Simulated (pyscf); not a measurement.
Structures and frequencies: ωB97X-D3(BJ)/def2-SVP in PySCF.

Task: `[OH][SiH]` [singlet] + `[H]` [doublet] -> `[O]=[SiH]` [doublet] + `[H][H]`
Surface: doublet. Broken: H–O. Formed: H–H. Give ΔE‡ and ΔE from M06-2X/def2-TZVP, relative to the separated reactants.

Result: ΔE‡ = 9.8 kcal/mol, ΔE = -17.6 kcal/mol. ωB97M-D3(BJ)/def2-TZVP gives 9.6 kcal/mol and -17.5 kcal/mol. Zero-point energy shifts the barrier by -1.7 kcal/mol. It is a hydrogen abstraction, with an imaginary mode of 2206i cm⁻¹. This is the saddle that the search found; another between the same sides may lie lower. The angle at the transferred H is 174°.
